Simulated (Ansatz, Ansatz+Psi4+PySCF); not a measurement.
```yaml
atoms:
  - { symbol: N, position_ang: [0.0000, 0.7440, -0.0777] }
  - { symbol: N, position_ang: [0.0000, -0.7440, -0.0777] }
  - { symbol: H, position_ang: [0.2111, 1.1178, 0.8479] }
  - { symbol: H, position_ang: [-0.9482, 1.0300, -0.3041] }
  - { symbol: H, position_ang: [-0.2111, -1.1178, 0.8479] }
  - { symbol: H, position_ang: [0.9482, -1.0300, -0.3041] }
```

Basis set: cc-pVTZ (spherical functions). Frozen core: 2 orbitals. Charge 0, multiplicity 1.

Computed with Ansatz (development build ahead of 0.2.0); each method stands on the lowest determinant of its kind that the runs found. Restricted open shells among the atoms or ions are ROHF, correlated in semicanonical orbitals with singles.

The atomization energy at this shape (free ground-state atoms in the same class of orbitals less the molecule, no zero-point energy) of singlet N2H4:

```
     method  atomization energy
RHF-CCSD(T)            18.20 eV
    RHF-MP2            18.25 eV
```

**Question.** What does RHF give?

**Answer.** 11.61 eV.
